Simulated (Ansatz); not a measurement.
Relaxation of BH4NO (7 atoms, charge 0, multiplicity 1), to a largest force component of 0.02 eV/Å in at most 40 steps.

Computed with RKS BLYP-D4/def2-SVP (Ansatz).

```xyz
7
Properties=species:S:1:pos:R:3
B 0.000 0.000 0.000
H 0.000 0.000 1.190
N 1.342 0.000 -0.775
H 1.809 -0.918 -1.027
H 1.794 0.918 -1.053
O -1.221 0.000 -0.705
H -1.731 -0.847 -0.496
```

Where does it end, and by what steps?

The run converged. After 8 steps the energy has fallen by 1.792 eV; H5 moved furthest, 0.85 Å.

```csv
step,energy less start (eV),largest force component (eV/Å),accepted
0,0.0000,2.387,yes
1,-0.4101,2.433,yes
2,-0.6901,2.414,yes
3,-1.0198,1.534,yes
4,-1.3354,1.434,yes
5,-1.5633,1.174,yes
6,-1.7684,0.374,yes
7,-1.7915,0.118,yes
8,-1.7921,0.016,yes
```

```xyz
7
Properties=species:S:1:pos:R:3
B 0.035 -0.036 -0.120
H -0.125 0.539 0.945
N 1.297 0.019 -0.749
H 1.490 -0.438 -1.643
H 2.089 0.524 -0.357
O -0.985 -0.742 -0.730
H -1.808 -0.712 -0.213
```

Whether the end is a true minimum wasn't checked by a vibrational analysis.

Run time: 14 s on 1 thread of Arm Neoverse V1, with other jobs on the host, peak memory 0.12 GiB.
